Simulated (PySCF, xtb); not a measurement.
oxygen (O2), SMILES O=O (connectivity only; charge and spin as stated), neutral, multiplicity 3.

Harmonic wavenumbers (cm⁻¹) from GFN2-xTB run with xtb at its own minimum, in rising order: 1630.

Problem. What does PBE0-D3(BJ)/def2-TZVPD (PySCF) give at its own minimum? (The exact figures need the calculation; the answer reports its results.)

Solution. 1713. Paired by order, the mean absolute difference is 82 cm⁻¹ and the zero-point energies are 2.3 and 2.4 kcal/mol.
